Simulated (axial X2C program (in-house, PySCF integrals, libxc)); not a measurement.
## What spin–orbit coupling does to NaS⁺

Computed with an axial X2C code built on PySCF integrals. Spin-free means the one-electron spin-free X2C Hamiltonian; two-component (2c) means X2C with spin–orbit coupling and atomic mean-field two-electron Coulomb and Gaunt terms, so the difference of the two also holds small scalar two-electron terms. Basis: S dyall-av3z [9s8p3d2f], Na dyall-cv3z [9s8p5d2f] (cores contracted in-house); Gaussian nuclei, density fitting, unrestricted open shells. Masses: S 31.972 u, Na 22.990 u.

Spin-free state: M_S = 1, Λ = 0 (beyond evenly filled blocks: π+α, π-α); fragments S + Na+.

| level | Re (Å) | ωe (cm⁻¹) | De (eV) | μ (D) |
| --- | --- | --- | --- | --- |
| PBE0 | 2.843 | 180.8 | 0.564 | 6.07 |
| HF | 2.903 | 169.5 | 0.490 | 6.48 |
| MP2 | 2.864 | 175.0 | 0.509 | n/a |
| CCSD | 2.873 | 175.2 | 0.523 | n/a |
| LDA | 2.781 | 193.4 | 0.646 | 5.72 |

Correlated methods: 14 electrons correlated (number of frozen shells: S 2 s, 1 p; Na 1 s), 220 virtual spin orbitals or spinors in MP2, 90 natural virtuals in coupled cluster.

Dipoles are positive if Na is the positive end and refer to the centre of mass.

Two-component determinant lowest at the distance of the search:

Ω = 1 (⟨Sz⟩ = 1.00, ⟨Lz⟩ = 0.00 at HF); fragments S + Na+.

```csv
level,Re (Å),ωe (cm⁻¹),De (eV),μ (D)
PBE0,2.843,180.8,0.564,6.07
HF,2.904,169.3,0.488,6.48
MP2,2.864,175.0,0.486,n/a
CCSD,2.871,173.4,0.509,n/a
LDA,2.782,193.3,0.631,5.72
```

Task: From the two tables, how do the constants change at the CCSD level (2c against spin-free)?

Result: At the CCSD level Re goes down by 0.002 Å and ωe drops by 1.8 cm⁻¹; De changes by -0.014 eV.

The state is a single determinant with fixed occupations, the lowest that a limited PBE0 search found. Dissociation energies refer to the lowest single-determinant-based atoms at the same level and basis. Density functionals use the spin component along the axis (collinear). CCSD ran in a truncated set of natural virtual spinors with an MP2 remainder; without triples it tends to underbind. The 2c atoms are single determinants rather than J levels; their spin–orbit lowering is only partly caught, and De is too large by that part. This holds for PBE0. Without a current term, density functionals place determinants with orbital angular momentum somewhat too high. With several unpaired electrons one determinant need not be a pure state. Open-shell Ω = 0 determinants with evenly filled partner blocks cannot be reached by this program, so the Ω shown need not be the lowest component. This is the Ω = 1 component of a π² triplet; the 0⁺ component is not one determinant and can lie lowest.
